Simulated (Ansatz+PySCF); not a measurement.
Two shapes of doublet CH₄S(+).

Shape 1:

```xyz
6

C     0.0000    0.0075   -0.5086
S     0.0000    0.7929    1.0873
H     0.0000   -0.3239    1.8611
H     0.0000    0.7878   -1.2661
H    -0.8881   -0.6321   -0.5869
H     0.8881   -0.6321   -0.5869
```

Shape 2:

```xyz
6

C     0.0000    0.0105   -0.5027
S     0.0000    0.7870    1.0754
H     0.0000   -0.3298    1.8491
H     0.0000    0.7907   -1.2601
H    -0.8881   -0.6292   -0.5809
H     0.8881   -0.6292   -0.5809
```

Basis set: cc-pVTZ on H, C; cc-pV(T+d)Z on S (spherical functions). Left uncorrelated: 6 orbitals. Correlation on ROHF uses semicanonical orbitals with singles. Charge 1, multiplicity 2.

Computed with Ansatz (development build ahead of 0.2.0); each method stands on the lowest determinant of its kind that the runs found.

(1) Which shape is lower in energy, and by how much in each method?

## Answers

(1)

```json
{"method": "ROHF", "E(2) − E(1) (eV)": "0.010"}
{"method": "UHF", "E(2) − E(1) (eV)": "0.010"}
{"method": "ROHF-MP2", "E(2) − E(1) (eV)": "0.001"}
{"method": "UHF-MP2", "E(2) − E(1) (eV)": "0.001"}
{"method": "ROHF-CCSD(T)", "E(2) − E(1) (eV)": "0.006"}
```

Shape 1 is lower.
